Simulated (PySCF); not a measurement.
One reaction down a group: F, Cl, Br, I

The same gas-phase reaction for F, Cl, Br, I:
- SiO2 + SiF4 → 2 SiO + 2 F2
- SiO2 + SiCl4 → 2 SiO + 2 Cl2
- SiO2 + SiBr4 → 2 SiO + 2 Br2
- SiO2 + SiI4 → 2 SiO + 2 I2

Energies from PySCF, thermal terms from the rigid-rotor harmonic-oscillator model, ideal gas at 1 bar. † marks an energy on the PBE0/def2-TZVP geometry and frequencies. MP2 freezes the core. All species are closed-shell singlets. I: scalar-relativistic def2 core potential, no spin-orbit coupling. Br: all electrons, no relativistic terms. MP2 isn't extrapolated to the basis-set limit. The harmonic model lacks anharmonicity and excited electronic states, which grow with temperature; levels with a mode under 35 cm⁻¹ are left out. Soft modes under 120 cm⁻¹ make the harmonic entropy rough for SiBr4, SiI4.

ΔH°(298 K) in kJ, by level:

```
level                    F     Cl     Br      I
------------------  ------  -----  -----  -----
ωB97M-V/def2-TZVP†  1660.0  739.5  555.1  334.3
MP2/def2-SVP†       1638.8  782.9  581.2  351.7
HF/def2-TZVP†       1793.7  750.2  542.1  293.8
ωB97X-V/def2-TZVP†  1677.1  769.9  583.5  363.8
PBE0/def2-QZVP†     1683.5  753.6  572.0  357.8
MP2/def2-TZVPP†     1764.3  804.0  625.3  416.8
```

At ωB97M-V/def2-TZVP†, ΔH° falls from F to I, over a range of 1325.7 kJ; the steps are -920.5, -184.4, -220.8 kJ. 6 of the 6 levels shown give the same order. The levels scatter most for F (154.9 kJ between the highest and the lowest) and least for Cl (64.5 kJ). ΔS°(298 K) runs from 296.9 to 311.9 J/K, so TΔS° at 298 K spreads over 4.5 kJ among the members, against 1325.7 kJ for ΔH°.

Free energies at ωB97M-V/def2-TZVP†:

```csv
member,"ΔS°(298 K), J/K","ΔG°(298 K), kJ","ΔG°(1000 K), kJ",ΔG° changes sign
F,311.9,1567,1352,none from 298 to 2500 K
Cl,305.4,648,442,none from 298 to 2500 K
Br,302.2,465,261,1800 to 2000 K
I,296.9,246,46,1000 to 1200 K
```

The NASA 1993 table, where it holds all species, gives ΔH°(298 K) = 1720 kJ for F, 767 kJ for Cl, 582 kJ for Br; its entries are part measured, part old estimates, and weren't checked at source. After a fit of one offset per element over all species, the range-separated, M06-2X, PBE0/def2-QZVP and CCSD(T)/def2-TZVPP enthalpies, where run, lie to one side of the table for SiO2 (+35 kJ/mol): a fault of the table's entry, another state or a shared error of the levels is possible; this was not checked at source.
